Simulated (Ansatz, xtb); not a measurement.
**Ranking isomers of CH4S2**

3 gas-phase structures of CH4S2, found in a search over its isomers (lower ones may exist). Each was relaxed with GFN2-xTB; where two conformers were screened, the lower at r2SCAN-D4/def2-SVP is listed:

A. `CSS`, a singlet
B. `C[SH]=S`, a singlet
C. `SCS`, a singlet

Task: Which do you expect lowest at r2SCAN-D4/def2-SVP, and how would the others follow?

Result: Calculated order at r2SCAN-D4/def2-SVP: A (0.0), C (3.6), B (24.9) kcal/mol.

Energies above the lowest of each column, in kcal/mol; the last columns are at BLYP-D3(BJ)/def2-SVP geometries and were run for some of them only (a dash: not run or not comparable):

```
structure  GFN2-xTB  HF/STO-3G  r2SCAN-D4/def2-SVP  BLYP-D3(BJ)/def2-SVP  CCSD(T)/def2-TZVP
        A       0.0        0.0                 0.0                   0.0                0.0
        C      14.7        6.3                 3.6                   4.3                5.4
        B      22.2       71.2                24.9                     –                  –
```

Every level run on A puts it lowest or level with the lowest. Flexible structures stand in one conformer each, not always the lowest. Frequencies (BLYP-D3(BJ)/def2-SVP) were run for A, C alone.

Programs: Ansatz 0.2.0, xtb 6.7.1.
